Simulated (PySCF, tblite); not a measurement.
Species: 4-chloro-1-butene, C₄H₇Cl.
Bonds: C1–C2 (double), C2–C3, C3–C4, C4–Cl5. Hydrogens: H6, H7 on C1; H8 on C2; H9, H10 on C3; H11, H12 on C4.

Computed with GFN2-xTB (tblite), gas phase: nudged elastic band of 9 images (0 to 8), spring 0.2 eV/Å², climbing image at the end, force threshold 0.05 eV/Å. No saddle search or frequency run followed, so the top image need not be a first-order saddle, and its height can exceed the method's true barrier by a kcal/mol or more.

Path: rotation about C3–C4 (allylic carbon, sp3 C–Cl carbon), followed by the dihedral C2–C3–C4–Cl5.

Image 0 (start, dihedral 179°):
```
atom  x, y, z in Å
C1     -1.985    0.348   -0.021
C2     -0.897   -0.296   -0.396
C3      0.471    0.315   -0.433
C4      1.396   -0.410    0.536
Cl5     3.040    0.284    0.479
H6     -2.953   -0.123   -0.009
H7     -1.954    1.382    0.283
H8     -0.949   -1.333   -0.698
H9      0.880    0.235   -1.444
H10     0.416    1.371   -0.167
H11     1.490   -1.465    0.281
H12     1.045   -0.309    1.563
```

Image 8 (end, +0.003 eV, dihedral -64°):
```
atom  x, y, z in Å
C1     -1.833    0.686    0.096
C2     -0.941   -0.257   -0.141
C3      0.440    0.002   -0.659
C4      1.504   -0.469    0.324
Cl5     1.404    0.459    1.847
H6     -2.815    0.460    0.474
H7     -1.615    1.726   -0.079
H8     -1.174   -1.296    0.051
H9      0.589   -0.546   -1.595
H10     0.569    1.067   -0.858
H11     2.508   -0.315   -0.072
H12     1.365   -1.518    0.587
```

Q: What do the inner images look like?

A: 
Image 1: +0.015 eV, dihedral -167°
```
atom  x, y, z in Å
C1     -1.965    0.389    0.005
C2     -0.909   -0.304   -0.376
C3      0.470    0.272   -0.473
C4      1.402   -0.431    0.509
Cl5     2.928    0.475    0.679
H6     -2.945   -0.050    0.066
H7     -1.894    1.435    0.253
H8     -1.000   -1.353   -0.627
H9      0.859    0.149   -1.487
H10     0.438    1.338   -0.244
H11     1.662   -1.432    0.165
H12     0.956   -0.489    1.502
```

Image 2: +0.053 eV, dihedral -152°
```
atom  x, y, z in Å
C1     -1.948    0.431    0.026
C2     -0.921   -0.306   -0.352
C3      0.468    0.230   -0.511
C4      1.415   -0.449    0.480
Cl5     2.779    0.623    0.892
H6     -2.936    0.021    0.139
H7     -1.844    1.486    0.223
H8     -1.044   -1.363   -0.548
H9      0.825    0.059   -1.531
H10     0.461    1.305   -0.330
H11     1.843   -1.363    0.069
H12     0.904   -0.675    1.417
```

Image 3: +0.093 eV, dihedral -138°
```
atom  x, y, z in Å
C1     -1.931    0.473    0.047
C2     -0.931   -0.303   -0.325
C3      0.466    0.190   -0.547
C4      1.429   -0.462    0.452
Cl5     2.592    0.726    1.101
H6     -2.923    0.090    0.208
H7     -1.797    1.533    0.192
H8     -1.081   -1.366   -0.468
H9      0.785   -0.037   -1.568
H10     0.484    1.272   -0.422
H11     2.017   -1.257   -0.006
H12     0.891   -0.861    1.312
```

Image 4 (top): +0.114 eV, dihedral -123°
```
atom  x, y, z in Å
C1     -1.912    0.516    0.066
C2     -0.938   -0.297   -0.295
C3      0.463    0.150   -0.579
C4      1.445   -0.471    0.424
Cl5     2.371    0.781    1.296
H6     -2.906    0.160    0.273
H7     -1.754    1.578    0.157
H8     -1.112   -1.362   -0.384
H9      0.744   -0.139   -1.595
H10     0.510    1.238   -0.517
H11     2.176   -1.116   -0.061
H12     0.915   -1.038    1.189
```

Image 5: +0.103 eV, dihedral -108°
```
atom  x, y, z in Å
C1     -1.891    0.558    0.083
C2     -0.941   -0.289   -0.262
C3      0.459    0.113   -0.607
C4      1.459   -0.475    0.397
Cl5     2.128    0.786    1.469
H6     -2.885    0.229    0.335
H7     -1.713    1.619    0.118
H8     -1.136   -1.354   -0.294
H9      0.705   -0.244   -1.611
H10     0.536    1.200   -0.611
H11     2.308   -0.946   -0.095
H12     0.973   -1.198    1.052
```

Image 6: +0.066 eV, dihedral -94°
```
atom  x, y, z in Å
C1     -1.869    0.599    0.097
C2     -0.941   -0.280   -0.227
C3      0.455    0.075   -0.631
C4      1.471   -0.475    0.371
Cl5     1.871    0.740    1.617
H6     -2.859    0.301    0.393
H7     -1.672    1.658    0.071
H8     -1.154   -1.342   -0.197
H9      0.668   -0.348   -1.617
H10     0.557    1.159   -0.700
H11     2.409   -0.753   -0.108
H12     1.064   -1.334    0.905
```

Image 7: +0.024 eV, dihedral -79°
```
atom  x, y, z in Å
C1     -1.843    0.640    0.107
C2     -0.939   -0.272   -0.190
C3      0.450    0.038   -0.653
C4      1.482   -0.472    0.346
Cl5     1.615    0.639    1.739
H6     -2.829    0.376    0.448
H7     -1.633    1.692    0.013
H8     -1.165   -1.326   -0.090
H9      0.635   -0.449   -1.615
H10     0.568    1.115   -0.785
H11     2.475   -0.544   -0.097
H12     1.186   -1.439    0.751
```

The largest changes of bonds and angles from start to top: C3–C4 1.524 → 1.535 Å, Cl5–C4–H12 106.9 → 106.0°, C2–C3–H10 110.1 → 109.2°, C3–C4–H11 111.4 → 112.2°. GFN2-xTB torsional profiles can miss by a kcal/mol or more and can put conformers in the wrong order.

Q: What do single points at PBE0/pcSseg-1 (PySCF, no dispersion term) give on some images?

A: 
```tsv
image	GFN2-xTB E (eV)	DFT E (eV)	HOMO (eV)	LUMO (eV)	dipole (D)
0	0.000	0.000	-7.82	-0.12	2.05
2	0.053	0.089	-7.76	-0.06	2.02
4	0.114	0.183	-7.71	0.06	2.02
6	0.066	0.108	-7.68	0.18	2.08
8	0.003	0.027	-7.64	0.24	2.08
```

Energies count from image 0 at each level. At the GFN2-xTB top the DFT energy is 4.2 kcal/mol against 2.6; the geometries weren't optimised at the DFT level.

What follows is the cost of the whole band run. The run took about 6 s of CPU time (one thread, shared machine).
